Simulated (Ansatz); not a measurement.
# AlN− (doublet): from Hartree-Fock to the top rungs, aug-cc-pVTZ

One table from this session's results is given with a row withheld; the runs are named, their logs left out.

The runs use Ansatz 0.2.0, Gaussian basis; aug-cc-pVTZ, core rule «outside noble gas», up to 6 orbitals frozen.

To be run: UHF; CCSD(T) on ROHF; CCSD(T) on UHF; BCCD(T) on ROHF; CCSDT(Q) on ROHF; CCSDT(Q) on UHF; CASSCF and MRCISD+Q, 9 electrons in 8 orbitals; CASSCF and NEVPT2, 9 electrons in 8 orbitals.

3 further runs of the same task are left out: 3 set aside as unsound or not needed.

## The system

The geometry is a PBE0/def2-TZVPD stationary point (not a proven minimum).

2 atoms, charge -1, spin multiplicity 2.

Atoms are counted from 1 here; the program's logs count them from 0.

Bond lengths: Al1–N2 1.772 Å.

Coordinates:

```
Al    0.00000    0.00000    0.00000
N     0.00000    0.00000    1.77200
```

Set-up of the first run:

in.yaml reads:

```yaml
crystal:
  periodic: [false, false, false]
  atoms:
    - {symbol: Al, position_ang: [0.000000, 0.000000, 0.000000]}
    - {symbol: N, position_ang: [0.000000, 0.000000, 1.772000]}
basis:
  gaussian: {orbitals: aug-cc-pVTZ}
total_charge: -1
magnetization: {spin_polarized: true, initial_magnetization: 1}
hamiltonian: {xc: hf}
output: {orbitals: {seedname: orbitals}}
```

Started as:

```console
$ ansatz run in.yaml --threads 1 --pin off --events-out ev --progress --plain --max-ram 2816MiB --backend cpu
```

Steps of the session up to this table: UHF; CCSD(T) on ROHF; CCSD(T) on UHF; BCCD(T) on ROHF; CCSDT(Q) on ROHF; CCSDT(Q) on UHF; CASSCF and MRCISD+Q, 9 electrons in 8 orbitals; CASSCF and NEVPT2, 9 electrons in 8 orbitals.

One table of the session follows, with a row left open; its other results are not shown here.

| method | from RCCSDT(Q) (meV) |
| --- | --- |
| RMP2 | +1109.9 |
| UMP2 | +1786.8 |
| RCCSD | +700.6 |
| UCCSD | +700.7 |
| RCCSD(T) | +121.1 |
| UCCSD(T) | +205.7 |
| BCCD(T) | +119.3 |
| RCCSDT | +82.1 |
| UCCSDT | +98.5 |
| RCCSDT(Q) | 0 |
| UCCSDT(Q) | ? |
| CASSCF valence | +5513.0 |
| NEVPT2 valence | +1252.4 |
| MRCISD valence | +588.8 |
| MRCISD+Q valence | +159.4 |

**Question.** Estimate the row for UCCSDT(Q).

As computed: from RCCSDT(Q) (meV): -3.0. In the column «from RCCSDT(Q) (meV)» it is the lowest.

Among the levels timed on like hardware and quicker than the yardstick, those that no quicker one beats, quickest first: NEVPT2 valence (4.4 s, +1252.4 meV); MRCISD+Q valence (4.5 s, +159.4 meV); BCCD(T) (9 s, +119.3 meV).

Left out of the table: ROHF, UHF (another determinant or state than the rows shown).

Caveats from the session: The determinant is far from a pure spin state, so its energy mixes those of several spin states (harmless only where they are near-degenerate, as at dissociation). Warnings: spin contamination; coupled cluster took another determinant than the lowest; large T1 diagnostic. Restricted and unrestricted rows rest on different reference determinants; where their highest levels disagree by more than a few hundredths of an eV, they describe different states and don't form one ladder.
